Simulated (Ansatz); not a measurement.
Input file:

```yaml
crystal:
  periodic: [false, false, false]
  atoms:
    - {symbol: Be, position_ang: [0.000000, 0.000000, 0.000000]}
    - {symbol: Na, position_ang: [0.000000, 0.000000, 3.356000]}
basis:
  gaussian: {orbitals: x2c-TZVPPall, fitting: {mean_field: def2-universal-jkfit}}
total_charge: -1
magnetization: {spin_polarized: true, initial_magnetization: 2}
correlation: {method: mp2, electrons: all}
```

```sh
$ ansatz run in.yaml --threads 1 --pin off --events-out ev --progress --plain --max-ram 2393MiB
```

The program prints:

```
163 factors; integrals over basis functions are off by at most 3.4e0 eV
mean field evaluation 1: about -4804.4209 eV, gradient 6.4e0 eV
mean field evaluation 2: about -4805.8289 eV, gradient 2.5e0 eV
mean field evaluation 4: about -4806.0391 eV, gradient 5.3e-1 eV
mean field evaluation 8: about -4806.0788 eV, gradient 1.9e-1 eV
mean field evaluation 16: about -4806.1604 eV, gradient 3.2e-1 eV
mean field evaluation 32: about -4806.1332 eV, gradient 3.1e-1 eV
mean field evaluation 64: about -4806.1408 eV, gradient 1.1e-3 eV
mean field evaluation 96: about -4806.3604 eV, gradient 2.3e-6 eV
mean field -4806.36037584 eV, -176.6304859440 hartree, gradient 2.3e-6 eV, S^2 2.023258; 10 other end points of the search recorded, 0 dependent functions left out
reference -4806.36037584 eV, -176.6304859440 hartree; 9, 7 occupied and 42, 44 virtual orbitals, 163 factors
second order -6.08938086 eV of doubles, -0.00000000 eV of singles
Total energy: -4812.44975670 eV, -176.8542665631 hartree
Relativity: scalar
```

Ran on 1 thread of Arm Neoverse V1, shared host: 0.9 s wall, 0.07 GiB peak host memory.
